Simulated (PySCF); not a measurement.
Molecule: `CO[C@H]1CO1`, C₃H₆O₂.

Bonds (- single, = double, # triple, : aromatic): C1-O2 1.405 Å, O2-C3 1.362 Å, C3-C4 1.454 Å, C4-O5 1.421 Å, O5-C3 1.401 Å. C1 carries H6, H7, H8; C3 carries H9; C4 carries H10, H11. Stereochemistry as in CO[C@H]1CO1. H11 is cis to O2 on the ring; H10 is trans to O2 on the ring.

Spin–spin couplings on one PBE0-D3(BJ)/def2-SVP geometry, PySCF 2.14, gas phase, non-relativistic, equivalent pairs averaged (without the spin–dipole term); isotopes ¹³C, ¹H, ¹⁷O; basis pcJ-1.

Problem. How do the couplings (Hz) change with the functional? Times are CPU seconds on shared hosts with different chips, so compare them loosely.

Solution. 
| functional | functions | ¹J(C3,H9) | ¹J(C4,H11) | ¹J(C4,H10) | ¹J(C1,H6) | ¹J(C3,C4) | ¹J(C3,O5) | ¹J(C4,O5) | core-s |
| --- | --- | --- | --- | --- | --- | --- | --- | --- | --- |
| HF | 195 | 242.5 | 219.0 | 214.2 | 179.5 | 65.9 | 19.3 | 17.5 | 12 |
| LDA | 195 | 165.9 | 144.3 | 141.0 | 111.6 | 24.3 | 33.2 | 27.5 | 14 |
| PBE | 195 | 192.6 | 169.5 | 165.9 | 134.3 | 33.4 | 33.2 | 27.9 | 18 |
| KT2 | 195 | 208.9 | 182.4 | 178.6 | 142.0 | 26.1 | 32.7 | 27.0 | 18 |
| B3LYP | 195 | 208.7 | 185.1 | 180.8 | 147.6 | 38.6 | 31.3 | 26.6 | 15 |
| PBE0 | 195 | 197.9 | 174.9 | 171.3 | 139.3 | 37.2 | 30.3 | 26.0 | 16 |
| B97-2 | 195 | 190.1 | 168.3 | 164.8 | 133.8 | 35.7 | 29.5 | 24.8 | 15 |
| BHandHLYP | 195 | 221.2 | 197.5 | 193.1 | 159.1 | 46.2 | 27.2 | 23.7 | 20 |
| CAM-B3LYP | 195 | 206.2 | 182.4 | 178.1 | 145.1 | 37.9 | 30.0 | 25.7 | 23 |
